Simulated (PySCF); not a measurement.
## Core-level binding energies of nitrosyl

Nitrosyl, NO (charge +1).
Atom-mapped SMILES: `[N:1]#[O+:2]`

Cartesian coordinates in Å at the GFN2-xTB level; atoms count from 1:
```xyz
2
NO angstrom
N      0.5274   -0.0029   -0.0029
O     -0.5246    0.0041   -0.0113
```

Theory: PySCF, delta-SCF UKS SCAN, pcX-2 on the ionised atom, pcseg-1 elsewhere, spin-free X2C. Vertical ΔSCF values, vacuum level as zero.

Q: What binding energy does each computed site have?

A: 
```
atom(s)           environment  level  binding energy (eV)  count
     N1  nitrogen bonded to O   N 1s               426.03      1
     O2    oxygen bonded to N   O 1s               558.26      1
```

Q: Which photon energy gives electrons from O 1s of O2 (atom 2) a kinetic energy of 20 eV, and what is their de Broglie wavelength?

A: hν = 558.26 + 20 = 578.26 eV, recoil neglected; λ = 12.264 Å/√(E/eV) = 2.74 Å.

The species carries charge +1, so core ionisation leaves charge +2. Isolated species at its GFN2-xTB geometry, gas phase.

On an x86-64 server with one thread, no GPU (shared host), this took 0.8 s wall.
